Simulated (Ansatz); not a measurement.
Potential energy curve for SMILES [SiH3][SiH3]. The Si1–Si5 bond (Si1 also carries H, H, H; Si5 carries H, H, H) is stretched with both fragments frozen at the PBE0/def2-TZVP optimised geometry.

- RKS-PBE = restricted PBE/cc-pVTZ run with Ansatz (a quantum-chemistry and plane-wave program)
- UKS-PBE = unrestricted PBE/cc-pVTZ (Ansatz)
- UKS-CAM-B3LYP = unrestricted CAM-B3LYP/cc-pVTZ run with Ansatz
- UCCSD(T) = CCSD(T) on UHF/cc-pVTZ, frozen core (Ansatz)

Energies relative to the lowest point of each curve near equilibrium, in kcal/mol; the last columns give the difference from UCCSD(T):

```json
[
 {"R / Å": "1.87", "RKS-PBE": "51.1", "UKS-PBE": "51.1", "UKS-CAM-B3LYP": "51.3", "UCCSD(T)": "54.9", "RKS-PBE − UCCSD(T)": "-3.8", "UKS-PBE − UCCSD(T)": "-3.8", "UKS-CAM-B3LYP − UCCSD(T)": "-3.5"},
 {"R / Å": "2.01", "RKS-PBE": "21.1", "UKS-PBE": "21.1", "UKS-CAM-B3LYP": "20.8", "UCCSD(T)": "22.7", "RKS-PBE − UCCSD(T)": "-1.6", "UKS-PBE − UCCSD(T)": "-1.6", "UKS-CAM-B3LYP − UCCSD(T)": "-1.9"},
 {"R / Å": "2.06", "RKS-PBE": "14.3", "UKS-PBE": "14.3", "UKS-CAM-B3LYP": "14.0", "UCCSD(T)": "15.5", "RKS-PBE − UCCSD(T)": "-1.1", "UKS-PBE − UCCSD(T)": "-1.1", "UKS-CAM-B3LYP − UCCSD(T)": "-1.4"},
 {"R / Å": "2.22", "RKS-PBE": "2.4", "UKS-PBE": "2.4", "UKS-CAM-B3LYP": "2.1", "UCCSD(T)": "2.6", "RKS-PBE − UCCSD(T)": "-0.2", "UKS-PBE − UCCSD(T)": "-0.2", "UKS-CAM-B3LYP − UCCSD(T)": "-0.4"},
 {"R / Å": "2.28", "RKS-PBE": "0.6", "UKS-PBE": "0.6", "UKS-CAM-B3LYP": "0.5", "UCCSD(T)": "0.7", "RKS-PBE − UCCSD(T)": "0.0", "UKS-PBE − UCCSD(T)": "0.0", "UKS-CAM-B3LYP − UCCSD(T)": "-0.2"},
 {"R / Å": "2.34", "RKS-PBE": "0.0", "UKS-PBE": "0.0", "UKS-CAM-B3LYP": "0.0", "UCCSD(T)": "0.0", "RKS-PBE − UCCSD(T)": "0.0", "UKS-PBE − UCCSD(T)": "0.0", "UKS-CAM-B3LYP − UCCSD(T)": "0.0"},
 {"R / Å": "2.41", "RKS-PBE": "0.3", "UKS-PBE": "0.3", "UKS-CAM-B3LYP": "0.6", "UCCSD(T)": "0.4", "RKS-PBE − UCCSD(T)": "-0.1", "UKS-PBE − UCCSD(T)": "-0.1", "UKS-CAM-B3LYP − UCCSD(T)": "0.2"},
 {"R / Å": "2.47", "RKS-PBE": "1.3", "UKS-PBE": "1.3", "UKS-CAM-B3LYP": "1.8", "UCCSD(T)": "1.5", "RKS-PBE − UCCSD(T)": "-0.2", "UKS-PBE − UCCSD(T)": "-0.2", "UKS-CAM-B3LYP − UCCSD(T)": "0.3"},
 {"R / Å": "2.56", "RKS-PBE": "3.8", "UKS-PBE": "3.8", "UKS-CAM-B3LYP": "4.7", "UCCSD(T)": "4.3", "RKS-PBE − UCCSD(T)": "-0.4", "UKS-PBE − UCCSD(T)": "-0.4", "UKS-CAM-B3LYP − UCCSD(T)": "0.4"},
 {"R / Å": "2.73", "RKS-PBE": "10.6", "UKS-PBE": "10.6", "UKS-CAM-B3LYP": "12.3", "UCCSD(T)": "11.8", "RKS-PBE − UCCSD(T)": "-1.1", "UKS-PBE − UCCSD(T)": "-1.1", "UKS-CAM-B3LYP − UCCSD(T)": "0.6"},
 {"R / Å": "2.93", "RKS-PBE": "20.3", "UKS-PBE": "20.3", "UKS-CAM-B3LYP": "23.2", "UCCSD(T)": "22.4", "RKS-PBE − UCCSD(T)": "-2.1", "UKS-PBE − UCCSD(T)": "-2.1", "UKS-CAM-B3LYP − UCCSD(T)": "0.8"},
 {"R / Å": "3.20", "RKS-PBE": "33.8", "UKS-PBE": "33.8", "UKS-CAM-B3LYP": "38.5", "UCCSD(T)": "37.2", "RKS-PBE − UCCSD(T)": "-3.4", "UKS-PBE − UCCSD(T)": "-3.4", "UKS-CAM-B3LYP − UCCSD(T)": "1.2"},
 {"R / Å": "3.51", "RKS-PBE": "48.0", "UKS-PBE": "48.0", "UKS-CAM-B3LYP": "54.8", "UCCSD(T)": "53.0", "RKS-PBE − UCCSD(T)": "-5.1", "UKS-PBE − UCCSD(T)": "-5.1", "UKS-CAM-B3LYP − UCCSD(T)": "1.8"},
 {"R / Å": "3.85", "RKS-PBE": "60.8", "UKS-PBE": "60.8", "UKS-CAM-B3LYP": "65.7", "UCCSD(T)": "66.1", "RKS-PBE − UCCSD(T)": "-5.3", "UKS-PBE − UCCSD(T)": "-5.3", "UKS-CAM-B3LYP − UCCSD(T)": "-0.4"},
 {"R / Å": "4.17", "RKS-PBE": "70.3", "UKS-PBE": "68.4", "UKS-CAM-B3LYP": "70.6", "UCCSD(T)": "72.5", "RKS-PBE − UCCSD(T)": "-2.2", "UKS-PBE − UCCSD(T)": "-4.2", "UKS-CAM-B3LYP − UCCSD(T)": "-2.0"},
 {"R / Å": "4.66", "RKS-PBE": "80.7", "UKS-PBE": "73.1", "UKS-CAM-B3LYP": "73.6", "UCCSD(T)": "75.8", "RKS-PBE − UCCSD(T)": "4.9", "UKS-PBE − UCCSD(T)": "-2.7", "UKS-CAM-B3LYP − UCCSD(T)": "-2.1"},
 {"R / Å": "5.17", "RKS-PBE": "87.5", "UKS-PBE": "74.7", "UKS-CAM-B3LYP": "74.7", "UCCSD(T)": "76.6", "RKS-PBE − UCCSD(T)": "10.8", "UKS-PBE − UCCSD(T)": "-1.9", "UKS-CAM-B3LYP − UCCSD(T)": "-1.9"},
 {"R / Å": "5.75", "RKS-PBE": "91.9", "UKS-PBE": "75.3", "UKS-CAM-B3LYP": "75.2", "UCCSD(T)": "76.9", "RKS-PBE − UCCSD(T)": "15.0", "UKS-PBE − UCCSD(T)": "-1.6", "UKS-CAM-B3LYP − UCCSD(T)": "-1.7"},
 {"R / Å": "6.35", "RKS-PBE": "94.4", "UKS-PBE": "75.5", "UKS-CAM-B3LYP": "75.3", "UCCSD(T)": "77.0", "RKS-PBE − UCCSD(T)": "17.4", "UKS-PBE − UCCSD(T)": "-1.5", "UKS-CAM-B3LYP − UCCSD(T)": "-1.7"},
 {"R / Å": "7.04", "RKS-PBE": "95.8", "UKS-PBE": "75.6", "UKS-CAM-B3LYP": "75.4", "UCCSD(T)": "77.1", "RKS-PBE − UCCSD(T)": "18.7", "UKS-PBE − UCCSD(T)": "-1.5", "UKS-CAM-B3LYP − UCCSD(T)": "-1.7"},
 {"R / Å": "8.11", "RKS-PBE": "96.6", "UKS-PBE": "75.6", "UKS-CAM-B3LYP": "75.4", "UCCSD(T)": "77.1", "RKS-PBE − UCCSD(T)": "19.5", "UKS-PBE − UCCSD(T)": "-1.5", "UKS-CAM-B3LYP − UCCSD(T)": "-1.7"}
]
```

RKS-PBE is furthest from UCCSD(T) at 8.11 (19.5 kcal/mol, above); its mean absolute difference over the points is 5.4 kcal/mol.

UKS-PBE is furthest from UCCSD(T) at 3.85 (-5.3 kcal/mol, below); its mean absolute difference over the points is 1.9 kcal/mol.

UKS-CAM-B3LYP is furthest from UCCSD(T) at 1.87 (-3.5 kcal/mol, below); its mean absolute difference over the points is 1.2 kcal/mol.

The restricted form behind RKS-PBE keeps the bonding electrons paired and can't separate into open-shell fragments. The unrestricted determinant behind UKS-PBE is spin-contaminated at 4.17 to 8.11 Å (<S²> up to 1.0, against 0.00 for a pure singlet). The unrestricted determinant behind UKS-CAM-B3LYP is spin-contaminated at 3.51 to 8.11 Å (<S²> up to 1.0, against 0.00 for a pure singlet). The unrestricted determinant behind UCCSD(T) is spin-contaminated at 3.20 to 8.11 Å (<S²> up to 1.0, against 0.00 for a pure singlet).
